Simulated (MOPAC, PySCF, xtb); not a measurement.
Bond stretch in SMILES C#N (CHN). The C1–N3 bond (C1 also carries H; N3 carries nothing else) is stretched with both fragments frozen at the PBE0/def2-TZVP optimised geometry.

Levels: RHF/cc-pVDZ (PySCF); PM7, restricted, heats of formation (MOPAC); GFN1-xTB (xtb); UKS-B3LYP/6-31G* = unrestricted B3LYP/6-31G*, spherical d in PySCF.

Energies are in eV, each relative to the lowest point of its own curve near equilibrium.

| R / Å | RHF | PM7 | GFN1-xTB | UKS-B3LYP/6-31G* |
|---|---|---|---|---|
| 0.86 | 10.607 | 9.293 | 10.918 | 11.208 |
| 0.91 | 6.277 | 5.890 | 6.466 | 6.825 |
| 0.97 | 2.920 | 3.041 | 3.049 | 3.375 |
| 1.02 | 1.254 | 1.488 | 1.361 | 1.607 |
| 1.07 | 0.344 | 0.537 | 0.426 | 0.576 |
| 1.12 | 0.000 | 0.078 | 0.037 | 0.090 |
| 1.15 | 0.002 | 0.000 | 0.000 | 0.000 |
| 1.19 | 0.195 | [?] | 0.123 | 0.061 |
| 1.21 | 0.359 | [?] | [?] | 0.155 |
| 1.28 | 1.198 | 0.901 | 0.897 | [?] |
| 1.32 | 1.815 | 1.464 | 1.381 | 1.196 |
| 1.41 | 3.414 | 3.004 | 2.628 | 2.424 |
| 1.56 | 6.301 | 5.916 | 4.845 | 4.584 |
| 1.73 | 9.313 | 9.066 | 7.179 | 6.464 |
| 1.91 | 11.669 | 11.796 | 9.257 | 7.922 |
| 2.05 | 12.866 | 13.317 | 10.552 | 8.768 |
| 2.28 | 14.131 | 14.705 | 12.057 | 9.683 |
| 2.51 | 14.967 | 15.430 | — | [?] |
| 2.82 | 15.762 | 15.950 | — | 10.452 |
| 3.07 | 16.229 | 16.065 | — | 10.555 |
| 3.46 | 16.753 | 16.320 | — | 10.623 |
| 4.01 | 17.225 | 16.585 | — | [?] |

Q: Some entries are withheld; supply them.

A: 
- 1.19, PM7: 0.087
- 1.21, PM7: 0.202
- 1.21, GFN1-xTB: 0.245
- 1.28, UKS-B3LYP/6-31G*: 0.736
- 2.51, UKS-B3LYP/6-31G*: 10.161
- 4.01, UKS-B3LYP/6-31G*: 10.653

A dash means that the run gave no value there, or that the column was ended at a point which the program doubted or which failed a test of continuity chosen for this set; such a test can also cut sound points.

The restricted form behind RHF, PM7 keeps the bonding electrons paired and can't separate into open-shell fragments. The unrestricted solution behind UKS-B3LYP/6-31G* changes between 1.56 and 1.73 Å and between 1.73 and 1.91 Å and between 2.05 and 2.28 Å, which can leave a kink. The unrestricted determinant behind UKS-B3LYP/6-31G* is spin-contaminated at 1.56 to 4.01 Å (<S²> up to 3.0, against 0.00 for a pure singlet).
